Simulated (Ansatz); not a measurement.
**C₆H₁₄: up Jacob's ladder to CCSD(T)**

An exercise on one series of results from a longer session: the logs are not shown, and one member is left open.

Method: functionals in def2-TZVPP, the program's frozen cores in correlated methods; program: Ansatz 0.2.0, Gaussian basis.

The runs, in order: LDA (SPW92), PBE-D4, revPBE-D4, BLYP-D4, r2SCAN-D4, B97M-V, PBE0-D4, B3LYP-D4, r2SCANh-D4, r2SCAN0-D4, HSE06-D4, BHLYP-D4, CAM-B3LYP-D4, LC-ωPBE, ωB97X-V, ωB97M-V, B2PLYP, PBE-QIDH; CCSD(T)/def2-SVP; CCSD(T)/def2-TZVPP; MP2/def2-QZVPP; extrapolation to the limit; RPA on PBE.

### The geometry

An earlier PBE0-D4 in a triple-zeta def2 set relaxation fixed the geometry.

SMILES `CCC(C)(C)C`, 20 atoms, charge 0, spin multiplicity 1.

Atoms are counted from 1 here; the program's logs count them from 0.

Bond lengths: C1–C2 1.520 Å, C1–H7 1.092 Å, C1–H8 1.092 Å, C1–H9 1.092 Å, C2–C3 1.536 Å, C2–H10 1.097 Å, C2–H11 1.097 Å, C3–C4 1.526 Å, C3–C5 1.526 Å, C3–C6 1.526 Å, C4–H12 1.092 Å, C4–H13 1.094 Å, C4–H14 1.094 Å, C5–H15 1.092 Å, C5–H16 1.094 Å, C5–H17 1.094 Å, C6–H18 1.094 Å, C6–H19 1.094 Å and more. Angles: C2–C1–H7 111.9°, C2–C1–H8 110.5°, C2–C1–H9 111.9°, H7–C1–H8 107.3°, H7–C1–H9 107.8°, H8–C1–H9 107.3°, C1–C2–C3 116.4°, C1–C2–H10 109.0°, C1–C2–H11 109.0°, C3–C2–H10 108.0°, C3–C2–H11 108.0°, H10–C2–H11 105.9°, C2–C3–C4 110.7°, C2–C3–C5 110.7°, C2–C3–C6 108.0°, C4–C3–C5 109.5°, C4–C3–C6 108.9°, C5–C3–C6 108.9° and more.

Coordinates:

```xyz
20
C6H14
C    -0.7110   -1.4155   -1.4624
C     0.0888   -0.1531   -1.1873
C     0.1598    0.3056    0.2771
C     0.8189   -0.7620    1.1464
C    -1.2353    0.6119    0.8155
C     1.0017    1.5776    0.3316
H    -1.7574   -1.3077   -1.1676
H    -0.6975   -1.6513   -2.5290
H    -0.3029   -2.2802   -0.9341
H     1.1150   -0.2941   -1.5474
H    -0.3275    0.6705   -1.7796
H     0.2259   -1.6787    1.1827
H     1.8133   -1.0177    0.7686
H     0.9338   -0.4048    2.1737
H    -1.8635   -0.2813    0.8466
H    -1.7405    1.3588    0.1958
H    -1.1767    1.0073    1.8335
H     0.5564    2.3697   -0.2774
H     1.0856    1.9493    1.3567
H     2.0131    1.3955   -0.0433
```

The first run:

in.yaml

```yaml
crystal:
  periodic: [false, false, false]
  atoms:
    - {symbol: C, position_ang: [-0.711048, -1.415499, -1.462445]}
    - {symbol: C, position_ang: [0.088829, -0.153084, -1.187278]}
    - {symbol: C, position_ang: [0.159761, 0.305602, 0.277052]}
    - {symbol: C, position_ang: [0.818887, -0.762029, 1.146436]}
    - {symbol: C, position_ang: [-1.235348, 0.611931, 0.815522]}
    - {symbol: C, position_ang: [1.001736, 1.577626, 0.331569]}
    - {symbol: H, position_ang: [-1.757381, -1.307703, -1.167602]}
    - {symbol: H, position_ang: [-0.697500, -1.651342, -2.529027]}
    - {symbol: H, position_ang: [-0.302928, -2.280163, -0.934091]}
    - {symbol: H, position_ang: [1.114993, -0.294054, -1.547398]}
    - {symbol: H, position_ang: [-0.327483, 0.670534, -1.779650]}
    - {symbol: H, position_ang: [0.225924, -1.678742, 1.182687]}
    - {symbol: H, position_ang: [1.813317, -1.017667, 0.768631]}
    - {symbol: H, position_ang: [0.933781, -0.404777, 2.173655]}
    - {symbol: H, position_ang: [-1.863471, -0.281252, 0.846619]}
    - {symbol: H, position_ang: [-1.740526, 1.358758, 0.195831]}
    - {symbol: H, position_ang: [-1.176656, 1.007346, 1.833470]}
    - {symbol: H, position_ang: [0.556395, 2.369743, -0.277374]}
    - {symbol: H, position_ang: [1.085599, 1.949311, 1.356659]}
    - {symbol: H, position_ang: [2.013117, 1.395470, -0.043287]}
basis:
  gaussian: {orbitals: def2-TZVPP}
hamiltonian: {xc: lda}
output: {orbitals: {seedname: orbitals}}
```

On the command line:

```sh
$ ansatz run in.yaml --threads 2 --pin off --events-out ev --progress --plain --max-ram 31744MiB --backend cuda --devices 0, --max-vram 18GiB
```

Steps of the session up to this table: LDA; PBE-D4 (GGA); revPBE-D4 (GGA); BLYP-D4 (GGA); r2SCAN-D4 (meta-GGA); B97M-V (meta-GGA); B3LYP-D4 (hybrid); r2SCANh-D4 (hybrid); r2SCAN0-D4 (hybrid); HSE06-D4 (hybrid); BHLYP-D4 (hybrid); CAM-B3LYP-D4 (range-separated); LC-ωPBE (range-separated); ωB97X-V (range-separated); ωB97M-V (range-separated); B2PLYP (double hybrid); PBE-QIDH (double hybrid).

One of the session's tables, all rows but one given; the rest of the session is left out.

It belongs to the step «Orbital energies across the functionals». 

```
  functional  HOMO (eV)  LUMO (eV)  gap (eV)
 LDA (SPW92)      -7.41       0.05      7.46
      PBE-D4      -7.33       0.25      7.58
   revPBE-D4      -7.28       0.36      7.64
     BLYP-D4      -7.25       0.26      7.51
   r2SCAN-D4      -7.58       0.95      8.53
      B97M-V      -7.75       0.32      8.07
     PBE0-D4      -8.65       1.04      9.69
    B3LYP-D4      -8.47       0.71      9.19
  r2SCANh-D4      -8.08       1.17      9.25
  r2SCAN0-D4      -8.82       1.49     10.31
    HSE06-D4      -8.25       0.67      8.92
    BHLYP-D4      -9.95       1.64     11.59
CAM-B3LYP-D4     -10.07       1.80     11.87
     LC-ωPBE     -11.39       3.09     14.48
     ωB97X-V     -11.07       2.85     13.92
     ωB97M-V          ?          ?         ?
```

**Question.** Estimate the row for ωB97M-V.

**Answer.** HOMO (eV): -10.95; LUMO (eV): 2.45; gap (eV): 13.40. In the column «HOMO (eV)» it lies between ωB97X-V (-11.07) and CAM-B3LYP-D4 (-10.07).
